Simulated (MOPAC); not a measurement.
MOPAC input (MNDO):

```
MNDO PRECISE GNORM=0.05 LET XYZ CHARGE=-1 GEO-OK AUX(PRECISION=9) THREADS=1
C4H9

C     0.72403310 1    1.79239507 1   -0.03031994 1
C     0.76031785 1    0.28052987 1   -0.04737150 1
C    -0.63355368 1   -0.28316512 1   -0.01353096 1
C    -0.67602212 1   -1.81383621 1   -0.02190892 1
H     1.72840622 1    2.22793654 1    0.06033451 1
H    -1.70143998 1   -2.20864986 1    0.01923879 1
H     0.10939338 1    2.26461132 1    0.79621000 1
H     0.29292530 1    2.20418998 1   -0.95768097 1
H    -0.13284901 1   -2.21272884 1    0.84234972 1
H    -0.17751014 1   -2.19660174 1   -0.91756637 1
H     1.29730464 1   -0.06782599 1    0.85466338 1
H    -1.20160135 1    0.07901021 1   -0.88680250 1
H    -1.26328001 1    0.05451668 1    0.86804152 1
```

From the last part of the output:

```
                                                       MOPAC v23.2.5 Linux

          FINAL HEAT OF FORMATION =         -0.92748 KCAL/MOL =      -3.88058 KJ/MOL

          COSMO AREA              =        114.87 SQUARE ANGSTROMS
          COSMO VOLUME            =         98.87 CUBIC ANGSTROMS

          GRADIENT NORM           =          0.04147          =       0.01150 PER ATOM
          IONIZATION POTENTIAL    =          0.556703 EV
          HOMO LUMO ENERGIES (EV) =         -0.557  8.563
          NO. OF FILLED LEVELS    =         13
          MOLECULAR WEIGHT        =         57.1151         POINT GROUP:  Cs

          MOLECULAR DIMENSIONS (Angstroms)

            Atom       Atom       Distance
            H     6    H     5     5.61631
            H     8    H     9     3.09281
            H     7    H    10     2.90247

          SCF CALCULATIONS        =         64

   ATOM   CHEMICAL          X               Y               Z
  NUMBER   SYMBOL      (ANGSTROMS)     (ANGSTROMS)     (ANGSTROMS)

     1       C          0.76645579  *   1.81561402  *   0.00739429  *
     2       C          0.59777842  *   0.37752642  *   0.05937830  *
     3       C         -0.68871094  *  -0.29885905  *  -0.02708102  *
     4       C         -0.63199775  *  -1.83253396  *   0.02367635  *
     5       H          1.83506654  *   2.12139252  *   0.13593386  *
     6       H         -1.65150110  *  -2.27785062  *  -0.04698174  *
     7       H          0.19510183  *   2.39356267  *   0.79062685  *
     8       H          0.43562355  *   2.30454386  *  -0.95604230  *
     9       H         -0.18853030  *  -2.20727290  *   0.97009869  *
    10       H         -0.04158213  *  -2.26048920  *  -0.81362429  *
    11       H          1.49874001  *  -0.22066807  *   0.16885113  *
    12       H         -1.26634541  *  -0.02825522  *  -0.96476495  *
    13       H         -1.41213968  *   0.02322458  *   0.78540133  *

                             CARTESIAN COORDINATES

   1    C        0.766455786     1.815614016     0.007394290
   2    C        0.597778418     0.377526422     0.059378296
   3    C       -0.688710943    -0.298859052    -0.027081020
   4    C       -0.631997747    -1.832533960     0.023676352
   5    H        1.835066536     2.121392518     0.135933862
   6    H       -1.651501095    -2.277850618    -0.046981738
   7    H        0.195101826     2.393562670     0.790626846
   8    H        0.435623547     2.304543856    -0.956042300
   9    H       -0.188530298    -2.207272896     0.970098691
  10    H       -0.041582132    -2.260489201    -0.813624293
  11    H        1.498740010    -0.220668073     0.168851131
  12    H       -1.266345406    -0.028255225    -0.964764949
  13    H       -1.412139683     0.023224584     0.785401325

           Empirical Formula: C4 H9  =    13 atoms

      MOLECULAR POINT GROUP   :   Cs

                  EIGENVALUES
 -31.83075 -26.60343 -20.02844 -14.78887 -10.01712  -9.67488  -8.92411  -8.01043
  -7.81322  -7.08910  -6.49773  -5.95058  -0.55670   8.56305   8.59650   9.38188
   9.89180   9.90637  10.45157  10.49705  10.74480  10.98050  12.55032  13.10702
  13.25118

              NET ATOMIC CHARGES AND DIPOLE CONTRIBUTIONS

  ATOM NO.   TYPE          CHARGE      No. of ELECS.   s-Pop       p-Pop
    1          C           0.270027        3.7300     1.18642     2.54355
    2          C          -0.769695        4.7697     1.19784     3.57185
    3          C           0.211000        3.7890     1.18369     2.60531
    4          C           0.053469        3.9465     1.22484     2.72169
    5          H          -0.099110        1.0991     1.09911
    6          H          -0.070879        1.0709     1.07088
    7          H          -0.134635        1.1346     1.13464
    8          H          -0.139460        1.1395     1.13946
    9          H          -0.038915        1.0389     1.03892
   10          H          -0.038787        1.0388     1.03879
   11          H          -0.003486        1.0035     1.00349
   12          H          -0.118840        1.1188     1.11884
   13          H          -0.120687        1.1207     1.12069
 DIPOLE           X         Y         Z       TOTAL
 POINT-CHG.    -1.253    -2.251    -0.018     2.576
 HYBRID        -0.062    -0.153    -0.004     0.165
 SUM           -1.314    -2.403    -0.022     2.739

          ATOMIC ORBITAL ELECTRON POPULATIONS

     Atom    s        px        py        pz
    1  C   1.18642   0.80881   0.91467   0.82006
    2  C   1.19784   0.88198   0.89461   1.79526
    3  C   1.18369   0.91634   0.84730   0.84167
    4  C   1.22484   0.84945   0.99469   0.87755
    5  H   1.09911
    6  H   1.07088
    7  H   1.13464
    8  H   1.13946
    9  H   1.03892
   10  H   1.03879
   11  H   1.00349
   12  H   1.11884
   13  H   1.12069

 **********************
 *                    *
 * JOB ENDED NORMALLY *
 *                    *
 **********************

 == MOPAC DONE ==
```

The dipole moment of an ion depends on the origin.
